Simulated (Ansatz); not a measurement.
Results of B3LYP (VWN-RPA form) in Ansatz (plane waves, PAW) for fluorite CeO₂.

Settings: plane-wave cutoff 520 eV, 8×8×8 k mesh, no spin polarisation, scalar-relativistic PAW data made under PBE.

Cell (relaxed at this level):

```
CELL_PARAMETERS angstrom
      0.00000     2.73085     2.73085
      2.73085     0.00000     2.73085
      2.73085     2.73085     0.00000
ATOMIC_POSITIONS crystal
  Ce 0.00000 0.00000 0.00000
  O  0.25000 0.25000 0.25000
  O  0.75000 0.75000 0.75000
```

Q: What does this level give for the elastic constant C12, elastic constant C44, Young modulus and elastic constant C11?

A: 
- elastic constant C12: 100 GPa
- elastic constant C44: 49.5 GPa
- Young modulus: 200 GPa
- elastic constant C11: 373 GPa

Measured, for comparison: elastic constant C12 105 GPa, elastic constant C44 60 GPa, elastic constant C11 403 GPa (temperature not stated, no zero-point or thermal correction; as tabulated in Atomistic and experimental study on thermal conductivity of bulk and porous …). Computed (rounded) less measured: elastic constant C12 -5 %, elastic constant C44 -18 %, elastic constant C11 -7 %.

Elastic constants are with the ions relaxed.

Spin–orbit coupling is not included.

The computed numbers hold no vibrational or temperature effects.

Ansatz is a quantum-chemistry and plane-wave program.
